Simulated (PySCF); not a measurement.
## NaLi at RHF-CCSD

Level: RHF-CCSD. basis Na aug-pcseg-1, Li aug-pcseg-1; no relativity; PySCF 2.14.

| Quantity | Value |
| --- | --- |
| state | ¹Σ⁺ (singlet), closed shell |
| bond length | 2.979 Å |
| harmonic wavenumber | 236 cm⁻¹ |
| force constant | 0.176 mdyn/Å |
| rotational constant Be | 0.3534 cm⁻¹ |
| anharmonicity ωexe | 1.63 cm⁻¹ |
| vibration–rotation constant αe | 0.00318 cm⁻¹ |
| well depth De to Na + Li | 70 kJ/mol |
| dissociation energy D0 | 69 kJ/mol |

Correlated steps freeze 1 core orbital. Correlated levels converge slowly with the basis: in double zeta they bind strong bonds too weakly, by up to about 1 eV, and carry superposition errors of some tenths. Where the molecule has an RHF reference, its open-shell atoms are computed with UHF.
